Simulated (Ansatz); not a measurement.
Ansatz (a first-principles code) input (CCSD(T)/def2-SVPD):

Ansatz 0.2 input:
```yaml
crystal:
  periodic: [false, false, false]
  atoms:
    - {symbol: Cl, position_ang: [-0.00000000, -0.00000000, -0.07122178]}
    - {symbol: H, position_ang: [0.00000000, 0.00000000, 1.21077034]}
basis:
  gaussian:
    orbitals: def2-SVPD
total_charge: 1
magnetization: {spin_polarized: true, initial_magnetization: 1}
correlation: {method: ccsd_t, electrons: outside_noble_gas}
```

Output:

```
Functional definition: HF
integrals: 0.01 GiB planned
328 factors; integrals over basis functions are off by at most 5.8e-4 eV
mean field: 0.06 GiB planned
mean field evaluation 1: about -12503.6465 eV, gradient 8.7e0 eV
mean field evaluation 2: about -12503.6633 eV, gradient 8.7e0 eV
mean field evaluation 4: about -12504.1287 eV, gradient 7.8e-1 eV
mean field evaluation 8: about -12504.1352 eV, gradient 7.3e-4 eV
mean field evaluation 16: about -12503.3793 eV, gradient 9.3e0 eV
mean field evaluation 32: about -12503.3793 eV, gradient 9.3e0 eV
mean field -12504.13520539 eV, -459.5184931907 hartree, gradient 7.9e-6 eV, S^2 0.758658; 2 other end points of the search recorded, 0 dependent functions left out
5 core orbitals not correlated
reference -12504.13520539 eV, -459.5184931907 hartree; 4, 3 occupied and 26, 27 virtual orbitals, 328 factors
second order -3.36534405 eV of doubles, -0.00000000 eV of singles
coupled cluster: 0.06 GiB planned
cycle   1  -3.80688338 eV  change   -4.4e-1 eV  update   3.9e-2
cycle   2  -3.93300899 eV  change   -1.3e-1 eV  update   1.3e-2
cycle   3  -3.94100415 eV  change   -8.0e-3 eV  update   3.1e-3
cycle   4  -3.94119521 eV  change   -1.9e-4 eV  update   8.1e-4
cycle   5  -3.94115162 eV  change    4.4e-5 eV  update   3.2e-4
cycle   6  -3.94118637 eV  change   -3.5e-5 eV  update   9.3e-5
cycle   7  -3.94120003 eV  change   -1.4e-5 eV  update   2.8e-5
cycle   8  -3.94119735 eV  change    2.7e-6 eV  update   1.0e-5
cycle   9  -3.94119621 eV  change    1.1e-6 eV  update   3.4e-6
perturbative correction -0.06963201 eV, -0.0025589291 hartree
Total energy: -12508.14603361 eV, -459.6658884093 hartree
```

This state (charge 1, doublet) is run at the relaxed geometry of the species with charge 0 and multiplicity 1.
